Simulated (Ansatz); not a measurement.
in.yaml

```yaml
crystal:
  periodic: [false, false, false]
  atoms:
    - {symbol: Al, position_ang: [-1.877333, 0.000000, 0.000000]}
    - {symbol: H, position_ang: [-2.670257, 1.373384, 0.000000]}
    - {symbol: H, position_ang: [-2.670257, -1.373384, 0.000000]}
    - {symbol: H, position_ang: [0.070667, 0.000000, 0.000000]}
    - {symbol: Si, position_ang: [1.992667, 0.000000, 0.000000]}
basis:
  gaussian: {orbitals: cc-pVTZ}
magnetization: {spin_polarized: false, initial_magnetization: 2}
correlation: {method: ccsdt_q, electrons: outside_noble_gas}
```

```sh
$ ansatz run in.yaml --threads 2 --pin off --events-out ev --progress --plain --max-ram 24576MiB --backend cuda --devices 0, --max-vram 18GiB
```

The program prints:

```
1325 factors; integrals over basis functions are off by at most 2.0e-7 eV
mean field evaluation 1: about -14488.5826 eV, gradient 1.0e1 eV
mean field evaluation 2: about -14488.5867 eV, gradient 1.0e1 eV
mean field evaluation 4: about -14489.5811 eV, gradient 7.3e-1 eV
mean field evaluation 8: about -14489.5868 eV, gradient 1.1e-3 eV
mean field evaluation 16: about -14487.5335 eV, gradient 8.8e0 eV
mean field evaluation 32: about -14488.6681 eV, gradient 6.7e-1 eV
mean field evaluation 64: about -14488.5904 eV, gradient 3.2e-4 eV
mean field evaluation 96: about -14488.5372 eV, gradient 1.1e0 eV
mean field evaluation 128: about -14487.2202 eV, gradient 3.0e-2 eV
mean field evaluation 160: about -14488.5904 eV, gradient 1.6e-3 eV
...
cycle  12  -5.83409702 eV  change   -2.3e-6 eV  update   6.7e-5
cycle  13  -5.83413312 eV  change   -3.6e-5 eV  update   3.6e-5
cycle  14  -5.83417958 eV  change   -4.6e-5 eV  update   2.1e-5
cycle  15  -5.83418939 eV  change   -9.8e-6 eV  update   1.2e-5
cycle  16  -5.83418724 eV  change    2.2e-6 eV  update   7.9e-6
cycle  17  -5.83418221 eV  change    5.0e-6 eV  update   4.5e-6
cycle  18  -5.83417884 eV  change    3.4e-6 eV  update   3.4e-6
cycle  19  -5.83417862 eV  change    2.1e-7 eV  update   1.6e-6
cycle  20  -5.83418008 eV  change   -1.5e-6 eV  update   1.5e-6
cycle  21  -5.83418084 eV  change   -7.6e-7 eV  update   8.3e-7
perturbative correction -0.00786550 eV, -0.0002890519 hartree
Total energy: -14495.42881441 eV, -532.6971835750 hartree
```

For the same geometry and basis UCCSDT(Q) lies 1.4 meV lower.

Ran on 2 threads of AMD EPYC 7R13 with a shared H100 80 GB, shared host: 50 s wall, 0.99 GiB peak host memory.
